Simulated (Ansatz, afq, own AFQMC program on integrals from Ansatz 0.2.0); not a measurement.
Two steps: Ansatz 0.2.0 writes the Fock matrix and Cholesky factors of the valence space, and afq projects on them the lowest state that overlaps trial and start.

```yaml
crystal:
  periodic: [false, false, false]
  atoms:
    - {symbol: P, position_ang: [0.000000, 0.000000, 0.000000]}
basis:
  gaussian: {orbitals: cc-pVQZ}
magnetization: {spin_polarized: true, initial_magnetization: 3}
correlation: {method: ccsd_t, electrons: outside_noble_gas, hamiltonian_folder: ham}
```

```sh
$ ansatz run in.yaml --threads 1 --pin off --events-out ev --progress --plain --max-ram 16896MiB --backend cuda --devices 0, --max-vram 18GiB
```

afq runs on the folder ham with

```
--method phaseless --trial hf --walkers 4000 --populations 20 --least-time 40 --time-step 0.005 --steps-per-block 20 --equilibration-blocks 112 --max-blocks 4000 --target-error 0.00042 --factor-cut 1e-05 --start spin_pure --seed 2864 --taylor-order 6
```

Times are imaginary, in 1/Eh. The walk had a cap of 67 s. With eight or more populations the least sampling time is a fifth of least-time, and the error comes from their spread.

Log:

```
orbitals 54  electrons 4 1  factors 354 of 355
reference energy -340.71872121 Eh
CCSD correlation -0.10466882 Eh in 7 cycles, weight of the determinant in the CISD state 0.9367
energy of the start -340.718723 Eh
 block  time / (1/Eh)  mean weight  energy / Eh
     1     0.100  1.0004  -340.737715
     2     0.200  1.0003  -340.752825
     3     0.300  1.0007  -340.764104
     4     0.400  1.0007  -340.773331
     5     0.500  1.0005  -340.782057
    10     1.000  1.0001  -340.805684
    37     3.700  1.0002  -340.825931
    67     6.700  1.0003  -340.829441
    97     9.700  0.9999  -340.827878
   127    12.700  1.0000  -340.830081
   157    15.700  1.0001  -340.827599
   187    18.700  1.0000  -340.828504
   211    21.100  1.0000  -340.825345
   217    21.700  1.0000  -340.828302
   241    24.100  1.0000  -340.832357
   247    24.700  1.0001  -340.828408
   271    27.100  0.9999  -340.829197
error from the spread of 20 populations
energy -340.828479 +/- 0.000468 Eh
(rows thinned)
```

The run passed its tests (sampling time, drift between the halves within three errors, error under three times the target), which doesn't prove that it has relaxed, ending at its cap on processor time.

Against this walk (error 12.7 meV) on the same determinant: CCSD(T) 15.2 meV higher (within the noise), CCSDT(Q) 9.2 meV lower (within the noise), full CI 9.9 meV lower (within the noise), a separate phaseless walk with a CISD trial and standard settings 5.9 ± 12.8 meV lower (within the noise). The error is statistical and leaves out the bias of the constraint.

Cautions: constraint bias not in the error; error above the target (12.7 against 11.4 meV).

The walk took 67 s on 1 × NVIDIA H100 80GB HBM3 with 2 threads of AMD EPYC 7R13 Processor (Zen 3), on a shared host (the card was shared). The log's last line is the phaseless energy.

CCSDT and higher add their correlation energy to the determinant of the CCSD(T) run, since their own runs factorise the integrals more tightly (a shift of under 2 meV). A walk keeps the symmetry of its determinant, which the program's search chose and which needn't be the lowest solution, so a lower state of the same spin and another symmetry isn't excluded.
